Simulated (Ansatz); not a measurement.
`CP(C)C` → `[CH2]` (triplet) + `CPC`  (formal loss of a carbene)

Isolated molecules relaxed with PBE0-D4/def2-TZVP in Ansatz; ΔE leaves out vibrations. CCSD(T)/CBS is the MP2 limit (def2-TZVPP, def2-QZVPP) plus CCSD(T) − MP2 in def2-TZVPP, frozen cores. This one scheme is used for every species. DFT in def2-TZVPP. Triplets are unrestricted, without spin–orbit coupling.

| level | ΔE (kJ/mol) |
| --- | --- |
| r2SCAN0-D4 | 435.3 |
| ωB97X-V | 470.3 |
| BLYP | 435.2 |
| r2SCANh | 435.4 |
| HF/def2-SVP | 306.7 |
| HF/def2-TZVPP | 307.1 |
| CCSD/def2-TZVPP | 436.0 |
| MP2/CBS(def2) | 478.8 |

Problem. What does CCSD(T)/CBS give? (An estimate is asked.)

Solution. The calculation gave: +462.2 kJ/mol. The listed levels differ from it by -26.9, 8.1, -27.0, -26.8, -155.5, -155.1, -26.2, 16.6 kJ/mol.

Problem. What do rigid-rotor, harmonic-oscillator terms from PBE0-D4/def2-TZVP frequencies (298.15 K, 1 bar) make of the CCSD(T)/CBS value? (An estimate is asked.)

Solution. Ansatz gave: ΔZPE = -29.8 kJ/mol, ΔH = +438.3 kJ/mol, ΔS = 172 J/(mol·K), ΔG = +386.9 kJ/mol. Open shells count their whole term as degenerate.

Largest T1 diagnostic among the species: 0.011.

From r2SCAN to r2SCAN0 (25 % exact exchange), in def2-TZVPP and without D4, ΔE moves by −4.6 kJ/mol. Leaving LDA and LC-ωPBE aside and taking each functional with its dispersion term where it has one, the values spread over 35.0 kJ/mol, from r2SCAN0-D4 to ωB97X-V. LDA lies +74.2 kJ/mol from PBE without D4.
